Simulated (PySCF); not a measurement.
Calculated NMR parameters of dimethylamine

| Quantity | Value |
| --- | --- |
| Formula | C2H7N |
| SMILES | CNC |
| Point group of the computed structure | Cs |
| Degrees of unsaturation | 0 |
| Carbon signals | 1 |
| Proton signals | 2 |

Molfile (atoms numbered from 1):
```
C2H7N
     RDKit          3D

 10  9  0  0  0  0  0  0  0  0999 V2000
   -1.2080   -0.0492   -0.0488 C   0  0  0  0  0  0  0  0  0  0  0  0
    0.0374    0.6511   -0.2830 N   0  0  0  0  0  0  0  0  0  0  0  0
    1.1980   -0.1777   -0.0328 C   0  0  0  0  0  0  0  0  0  0  0  0
   -1.2740   -0.8837   -0.7475 H   0  0  0  0  0  0  0  0  0  0  0  0
   -2.0380    0.6289   -0.2380 H   0  0  0  0  0  0  0  0  0  0  0  0
   -1.3025   -0.4499    0.9727 H   0  0  0  0  0  0  0  0  0  0  0  0
    0.0779    1.4772    0.3076 H   0  0  0  0  0  0  0  0  0  0  0  0
    1.1836   -1.0138   -0.7327 H   0  0  0  0  0  0  0  0  0  0  0  0
    1.2359   -0.5862    0.9895 H   0  0  0  0  0  0  0  0  0  0  0  0
    2.0984    0.4079   -0.2095 H   0  0  0  0  0  0  0  0  0  0  0  0
  1  2  1  0
  2  3  1  0
  1  4  1  0
  1  5  1  0
  1  6  1  0
  2  7  1  0
  3  8  1  0
  3  9  1  0
  3 10  1  0
M  END
```

Calculated, not measured (PySCF 2.14.0 with density-fitted response routines): spin–spin couplings from B3LYP/pcJ-1 (spin–dipole term only in couplings to heteroatoms), shieldings: GIAO PBE0/pcSseg-1, GFN2-xTB structure. Relativity neglected, averaged over atoms made equivalent by symmetry, fast rotation or ring inversion, one computed conformer, no solvent model.

δ = σ(ref) − σ, references computed at the same level: TMS for ¹H (σref 31.72), ¹³C (σref 186.93); NH3 for ¹⁵N (σref 267.73).

| carbon | δC, type | δH (multiplicity, J in Hz) | HMBC from (abs. J ≥ 3 Hz) | span of the C tensor (ppm) |
| --- | --- | --- | --- | --- |
| C1/C3 | 41.8, CH3 | 2.50 (s) | H4/H5/H6/H8/H9/H10 | 65 |

Other nuclei:
| atoms | nucleus | environment | δ (ppm) | σ (ppm) |
| --- | --- | --- | --- | --- |
| H7 | ¹H | hydrogen on an amine nitrogen | -0.36 | 32.08 |
| N2 | ¹⁵N | amine nitrogen | 33.2 | 234.5 |

Selected couplings (Hz, signed; the shortest-range and largest first, 30 at most; isotopes ¹³C, ¹H, ¹⁵N): ¹J(C1,H4) 137.0, ¹J(C1,N2) -4.1, ²J(N2,H4) -1.5.

- Carbon types of the structure: 2 × CH3, leaving 1 H on heteroatoms.
- δC 41.8: methyl carbon bonded to N; deshielded by the electronegative neighbour.
- δH 2.50: hydrogen on a methyl carbon bonded to N; its carbon carries N, which withdraws density.
- δH -0.36: hydrogen on an amine nitrogen; labile proton, position sensitive to the medium.

Exchangeable OH/NH protons stand at their gas-phase positions; hydrogen bonding in a real sample shifts them, mostly to higher δ. Shifts are as computed. Against solution values, carbons near 30 ppm lie about +3 ppm off and those near 130 ppm about +5 ppm. Of 1211 compounds with measured shifts, 218 miss one by over three times the rms of a fit or turn the order of signals round; such compounds aren't used in these exercises. Couplings to exchangeable protons are dropped. Experimental scales use liquid or dissolved standards, which lie at an offset from isolated NH3 (liquid NH3: subtract about 20 ppm).
